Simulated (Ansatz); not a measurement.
# CdSnAs₂: computed properties

These are results of Ansatz 0.2.0, DFT PBEsol, scalar-relativistic, plane waves, PAW, not measurements.

Settings: cutoff 420 eV, Γ-centred mesh 8×8×8 on the computed 8-atom cell, Gaussian smearing of 0.01 eV; no spin polarisation.

The structure is relaxed at this level of theory with its symmetry kept. Whether it is the stable form of this composition wasn't checked.

```xyz
8
Lattice="-3.0517 3.0517 6.0020 3.0517 -3.0517 6.0020 3.0517 3.0517 -6.0020" Properties=species:S:1:pos:R:3 pbc="T T T"
Cd    0.0000    0.0000    0.0000
Cd    0.0000    3.0517    3.0010
Sn    3.0517    0.0000    3.0010
Sn    0.0000    0.0000    6.0020
As    1.5258    1.5194    4.5015
As    4.5711    1.5258    1.5005
As    1.5258    1.5323   -1.5005
As   -1.5194    1.5258    7.5025
```

Formation energy from the elements' standard states (uncorrected)?

-0.086 eV/atom.

Kohn–Sham band gap?

0.00 eV, direct at (-0.016, 0.016, -0.015) (the valley at (0.000, 0.000, 0.036) lies within 0.03 eV, so the order isn't resolved).

Löwdin character of the top 1 eV of the valence band?

As 4p 85 %, unprojected 5 %.

Löwdin character of the lowest 1 eV of the conduction band?

As 4p 45 %, Sn 5s 20 %, Sn 5p 10 %, As 4s 10 %, Cd 5s 9 %, unprojected 6 %.

Electron masses at the edge by Cartesian direction of the standard setting (m_e; degenerate bands sorted by energy; no spin-orbit coupling)?

x: 0.065; y: 0.026; z: 0.025.

Hole masses at the edge by Cartesian direction of the standard setting (m_e; degenerate bands sorted by energy; no spin-orbit coupling)?

x: 0.25; y: 0.032; z: 0.040.

Bulk modulus?

55 GPa.

Its pressure derivative?

4.7.

Bader charges (e)?

Cd (2 in the cell) 0.43, Sn (2 in the cell) 0.72, As (4 in the cell) -0.58.

Cost: 8 runs of about 42 core-minutes in all, on AMD EPYC 7R43 (Zen 3) (shared hosts).